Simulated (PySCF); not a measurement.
Molecule: SMILES ClC(Cl)Cl, CHCl$_{3}$.

Geometry:
```
atom   x (Å)   y (Å)   z (Å)
 Cl1   0.362  -1.622  -0.509
  C2   0.005  -0.003   0.102
 Cl3   1.206   1.167  -0.449
 Cl4  -1.629   0.501  -0.338
  H5   0.057  -0.043   1.195
```

Geometry PBE0-D3(BJ)/def2-SVP throughout; GIAO in PySCF 2.14.0 with density-fitted response routines, gas phase, one conformer, non-relativistic; equivalent atoms averaged; basis pcSseg-2.

Question: How do the absolute shieldings σ depend on the functional? (ppm; last column core-seconds on shared hosts with different chips, so compare them loosely; the GGAs took longer than the global hybrids here, which isn't the general rule, and the cause wasn't traced)

Answer: 
| functional | kind | Cl1/Cl3/Cl4 | C2 | H5 | core-s |
| --- | --- | --- | --- | --- | --- |
| HF | Hartree–Fock | 635.3 | 107.7 | 25.10 | 5.3 |
| LDA | LDA | 476.8 | 66.7 | 22.88 | 9.9 |
| PBE | GGA | 501.5 | 68.5 | 23.35 | 12 |
| BLYP | GGA | 475.6 | 61.7 | 23.55 | 12 |
| BP86 | GGA | 496.6 | 67.9 | 23.43 | 13 |
| OPBE | GGA | 551.7 | 77.3 | 23.35 | 12 |
| KT2 | GGA | 512.0 | 74.5 | 23.24 | 12 |
| KT3 | GGA | 528.7 | 73.9 | 23.45 | 12 |
| B97-D | GGA | 507.2 | 68.3 | 23.58 | 12 |
| B3LYP | global hybrid | 514.8 | 72.2 | 23.92 | 9 |
| PBE0 | global hybrid | 548.2 | 80.8 | 23.85 | 9 |
| mPW1PW91 | global hybrid | 546.1 | 79.7 | 23.91 | 9 |
| WP04 | global hybrid | 499.6 | 57.1 | 24.28 | 9.7 |
| B97-2 | global hybrid | 549.9 | 79.5 | 23.92 | 9.6 |
| BHandHLYP | global hybrid | 562.5 | 86.2 | 24.38 | 9.8 |
| CAM-B3LYP | range-separated hybrid | 536.2 | 81.4 | 24.19 | 14 |
| wB97X-D | range-separated hybrid | 550.6 | 83.4 | 24.24 | 12 |
| LC-wPBE | range-separated hybrid | 583.2 | 94.0 | 24.55 | 15 |

Question: Which nucleus moves most, in ppm?

Answer: Cl1/Cl3/Cl4 (chlorine bonded to C): from 475.6 ppm with BLYP to 635.3 ppm with HF. The smallest spread is 2.22 ppm, at H5. Proton shifts span only some 12 ppm, so a few tenths of a ppm matter as much there as several ppm in carbon.
